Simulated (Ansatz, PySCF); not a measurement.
This Ansatz (a quantum-chemistry and plane-wave program) input computes a B3LYP/def2-TZVPD energy:

Ansatz 0.2 input:
```yaml
crystal:
  periodic: [false, false, false]
  atoms:
    - {symbol: C, position_ang: [0.00645702, 0.00137118, 1.45419528]}
    - {symbol: C, position_ang: [0.00055087, 0.00011698, 0.12406297]}
    - {symbol: H, position_ang: [0.00482541, 0.92504598, 2.01974462]}
    - {symbol: H, position_ang: [0.01311859, -0.92123548, 2.02144868]}
    - {symbol: C, position_ang: [-0.00871144, 1.26990929, -0.67778781]}
    - {symbol: H, position_ang: [-0.00983323, 2.15257845, -0.03893565]}
    - {symbol: H, position_ang: [0.86531059, 1.32034450, -1.33448046]}
    - {symbol: H, position_ang: [-0.88895351, 1.31247184, -1.32668362]}
    - {symbol: C, position_ang: [0.00270273, -1.27118527, -0.67544245]}
    - {symbol: H, position_ang: [0.00950511, -2.15264813, -0.03496206]}
    - {symbol: H, position_ang: [-0.87711609, -1.32285146, -1.32425130]}
    - {symbol: H, position_ang: [0.87714802, -1.31497880, -1.33204813]}
basis:
  gaussian:
    orbitals: def2-TZVPD
hamiltonian:
  xc: {name: B3LYP}
output: {forces: true}
```

Q: Write an input for the same energy in PySCF and say what it gives.

A: 
```python
from pyscf import gto, scf, dft

mol = gto.M(
    atom='''
    C     0.00645702    0.00137118    1.45419528
    C     0.00055087    0.00011698    0.12406297
    H     0.00482541    0.92504598    2.01974462
    H     0.01311859   -0.92123548    2.02144868
    C    -0.00871144    1.26990929   -0.67778781
    H    -0.00983323    2.15257845   -0.03893565
    H     0.86531059    1.32034450   -1.33448046
    H    -0.88895351    1.31247184   -1.32668362
    C     0.00270273   -1.27118527   -0.67544245
    H     0.00950511   -2.15264813   -0.03496206
    H    -0.87711609   -1.32285146   -1.32425130
    H     0.87714802   -1.31497880   -1.33204813
    ''',
    basis='def2-tzvpd',
    charge=0,
    spin=0,
    verbose=4,
)

mf = dft.RKS(mol, xc='b3lyp').density_fit(auxbasis='def2-universal-jkfit')
mf.grids.level = 3
mf.conv_tol = 1e-9
mf.max_cycle = 100
mf.max_memory = 1500
mf.kernel()
if not mf.converged:
    mf = mf.newton()
    mf.kernel(mf.make_rdm1())
mf.analyze()
```
It gives -157.29173 Eh, and Ansatz -157.29162 Eh, a difference of 0.11 mEh, from the treatment of integrals and grids.
